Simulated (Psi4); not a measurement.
# C2HO (ethynyloxy radical) at UTPSS/cc-pVTZ

What is the energy change on altering one bond length of C2HO (ethynyloxy radical) at UTPSS/cc-pVTZ? 

The results are computed with Psi4 1.11.

### Step 1. The system as given

C2HO: 4 atoms, total charge 0, spin state doublet. As SMILES, `C#C[O]`. The shape is that of a PBE0-D4/def2-TZVP optimisation.

Bond lengths: C1–C2 1.288 Å, C2–O3 1.167 Å, C1–H4 1.072 Å. Angles: C1–C2–O3 170.9°, C2–C1–H4 137.7°.

### Step 2. A single-point energy at UTPSS/cc-pVTZ

The input, c2ho.in:

```
memory 1.6 GB

molecule {
  0 2
  C     -0.562500     0.217400    -0.417800
  C      0.342300    -0.396600     0.262400
  O      1.068800    -1.106500     0.836800
  H     -0.793100     1.225500    -0.701600
  units angstrom
  symmetry c1
  no_reorient
  no_com
}

set reference uks
set puream true
set e_convergence 1e-09
set d_convergence 1e-08
set scf_type pk
set dft_radial_points 99
set dft_spherical_points 590
set maxiter 200

energy("tpss/cc-pVTZ")
```

On the command line:

```
psi4 -n 1 c2ho.in c2ho.out
```

c2ho.out:

```text
[...]
  Running in c1 symmetry.
[...]
  Nuclear repulsion =   52.604309608544838
[...]
  Multiplicity = 2
[...]
  Nalpha       = 11
  Nbeta        = 10
[...]
    Number of basis functions: 104
[...]
   @UKS iter   1:  -151.83840690375970   -3.01813e-01   5.84717e-03 ADIIS/DIIS
[...]
   @UKS iter  14:  -152.00944785156156   -5.40012e-13   1.77837e-09 DIIS
[...]
   @S^2 Observed:                7.561559401E-01
[...]
    Orbital Energies [Eh]
    ---------------------
    Alpha Occupied:
       1A    -18.963195     2A    -10.101648     3A    -10.037573
       4A     -1.060048     5A     -0.736607     6A     -0.509051
       7A     -0.463723     8A     -0.435259     9A     -0.411870
      10A     -0.263853    11A     -0.242671
    Alpha Virtual:
      12A     -0.018623    13A      0.005552    14A      0.044336
      15A      0.116802    16A      0.196077    17A      0.249326
      18A      0.269521    19A      0.302270    20A      0.324098
      21A      0.333747    22A      0.396132    23A      0.457377
      24A      0.487268    25A      0.498245    26A      0.541637
[...]
  @UKS Final Energy:  -152.00944785156156
   => Energetics <=
    Nuclear Repulsion Energy =             52.6043096085448383
    One-Electron Energy =                -309.6260981731583684
    Two-Electron Energy =                 124.7576283605395275
    DFT Exchange-Correlation Energy =     -19.7452876474875474
    Empirical Dispersion Energy =           0.0000000000000000
    VV10 Nonlocal Energy =                  0.0000000000000000
    Total Energy =                       -152.0094478515615606
[...]
 Multipole Moments:
 ------------------------------------------------------------------------------------
     Multipole            Electronic (a.u.)      Nuclear  (a.u.)        Total (a.u.)
 ------------------------------------------------------------------------------------
 L = 1.  Multiply by 2.5417464519 to convert [e a0] to [Debye]
 Dipole X            :        -12.2401643           12.1624663           -0.0776980
 Dipole Y            :         17.0304347          -16.4438298            0.5866049
 Dipole Z            :         -9.6904708            9.5627701           -0.1277007
 Magnitude           :                                                    0.6053509
[...]
```

It took 43 s on 1 thread of Intel Xeon Platinum 8488C (Sapphire Rapids), shared host; peak memory 0.71 GiB.

### Step 3. The distorted shape, same level

The input, input.in:

```
memory 1.6 GB

molecule m {
  0 2
  C     -0.780455     0.430375    -0.590124
  C      0.124345    -0.183625     0.090076
  O      1.068800    -1.106500     0.836800
  H     -1.011055     1.438475    -0.873924
  symmetry c1
  no_reorient
  no_com
}

set {
  basis cc-pVTZ
  reference uks
  puream true
  e_convergence 1e-09
  d_convergence 1e-08
  scf_type pk
  dft_radial_points 99
  dft_spherical_points 590
  maxiter 200
}

E, wfn = energy('tpss', return_wfn=True)
oeprop(wfn, 'LOWDIN_CHARGES', 'DIPOLE', 'MULLIKEN_CHARGES', title='TPSS')
print_variables()
```

On the command line:

```
psi4 -n 1 input.in input.out
```

input.out (excerpt; [...] marks lines left out):

```text
[...]
  Running in c1 symmetry.
[...]
  Nuclear repulsion =   46.166846053474181
[...]
  Multiplicity = 2
[...]
  Nalpha       = 11
  Nbeta        = 10
[...]
    Number of basis functions: 104
[...]
   @UKS iter   1:  -151.71352838543413   -5.59230e-01   6.27876e-03 ADIIS/DIIS
[...]
   @UKS iter  16:  -151.92782801378459   -1.18519e-11   7.01935e-09 DIIS
[...]
   @S^2 Observed:                7.664383762E-01
[...]
  @UKS Final Energy:  -151.92782801378459
   => Energetics <=
    Nuclear Repulsion Energy =             46.1668460534741811
    One-Electron Energy =                -297.0767652056223369
    Two-Electron Energy =                 118.5065181236112863
    DFT Exchange-Correlation Energy =     -19.5244269852477395
    Empirical Dispersion Energy =           0.0000000000000000
    VV10 Nonlocal Energy =                  0.0000000000000000
    Total Energy =                       -151.9278280137845911
[...]
 Multipole Moments:
 ------------------------------------------------------------------------------------
     Multipole            Electronic (a.u.)      Nuclear  (a.u.)        Total (a.u.)
 ------------------------------------------------------------------------------------
 L = 1.  Multiply by 2.5417464519 to convert [e a0] to [Debye]
 Dipole X            :         -7.1817020            6.8080880           -0.3736140
 Dipole Y            :         11.9462951          -11.2117923            0.7345028
 Dipole Z            :         -5.6726740            5.3293829           -0.3432911
 Magnitude           :                                                    0.8927097
[...]
  Mulliken Charges: (a.u.)
   Center  Symbol    Alpha    Beta     Spin     Total
       1     C     3.30752  2.83866  0.46886 -0.14618
       2     C     2.87460  2.97039 -0.09579  0.15501
       3     O     4.41304  3.77304  0.64000 -0.18608
       4     H     0.40484  0.41791 -0.01307  0.17725
   Total alpha = 11.00000, Total beta = 10.00000, Total charge = -0.00000
  Lowdin Charges: (a.u.)
   Center  Symbol    Alpha    Beta     Spin     Total
       1     C     3.14267  2.77954  0.36312  0.07779
       2     C     3.04622  3.03147  0.01475 -0.07770
[...]
```

Run time: 48 s. Hardware: 1 thread of Intel Xeon Platinum 8488C (Sapphire Rapids), shared host; peak memory 0.71 GiB.

### Step 4. Outcome

At UTPSS/cc-pVTZ:

```
                                                         quantity          value
                                        first shape: total energy  -152.00945 Eh
                                       first shape: dipole moment         1.54 D
                  first shape: HOMO energy (highest over α and β)       -6.24 eV
                   first shape: LUMO energy (lowest over α and β)       -5.26 eV
                                                first shape: ⟨S²⟩          0.756
                                    distorted shape: total energy  -151.92783 Eh
                                   distorted shape: dipole moment         2.27 D
              distorted shape: HOMO energy (highest over α and β)       -6.96 eV
               distorted shape: LUMO energy (lowest over α and β)       -6.05 eV
                                            distorted shape: ⟨S²⟩          0.766
energy change with the C2–O3 bond stretched from 1.167 to 1.517 Å       2.221 eV
```

With the C2–O3 bond stretched from 1.167 to 1.517 Å the energy rises by 2.22 eV (51 kcal/mol). The first shape isn't relaxed at this level, so the change isn't measured from a minimum. Mulliken charges (distorted shape) run from -0.19 on O3 to +0.18 on H4; they depend strongly on the basis.
